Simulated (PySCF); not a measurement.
**CH3F: calculation against experiment**

**Experimental background.**

NIST CCCBDB Release 22 (SRD 101), experimental dipoles lists, for the gas: dipole moment (microwave Stark effect, vibrational ground state) 1.847 D.

How close the calculation comes is told at the end.

Compound: CH3F.
Atom-mapped SMILES: `[CH3:1][F:2]` (hydrogens: H3, H4, H5 on C1)

Structure used (PBE0-D3(BJ)/def2-SVP), in Å, numbered top down from 1:
```xyz
5
CH3F angstrom
C     -0.0169    0.0194    0.0262
F      1.3284   -0.1190   -0.1408
H     -0.2923   -0.1986    1.0716
H     -0.3240    1.0506   -0.2164
H     -0.5536   -0.6786   -0.6378
```

The PySCF runs (gas phase, on this PBE0-D3(BJ)/def2-SVP geometry; no spin–orbit coupling):

```csv
level,job,basis functions,wall time
"PBE0-D3(BJ)/def2-SVP, grid level 1",geometry optimisation from a GFN2-xTB start,43,1.3 s
```

Hardware: one thread, Arm Neoverse V1 (aarch64) (shared host).

**Comparison with experiment**

**Dipole moment.** Measured: 1.847 D (NIST CCCBDB Release 22 (SRD 101), experimental dipoles).

| level | computed (D) | computed − measured (D) | % (from the printed values) |
| --- | --- | --- | --- |
| PBE0-D3(BJ)/def2-SVP | 1.740 | -0.107 | -6 |

The computed dipoles belong to one fixed geometry; measured ones are averaged over vibrations unless marked μe. Magnitudes are compared, not signs.

No measured geometry was used, and the causes of the misses weren't examined.
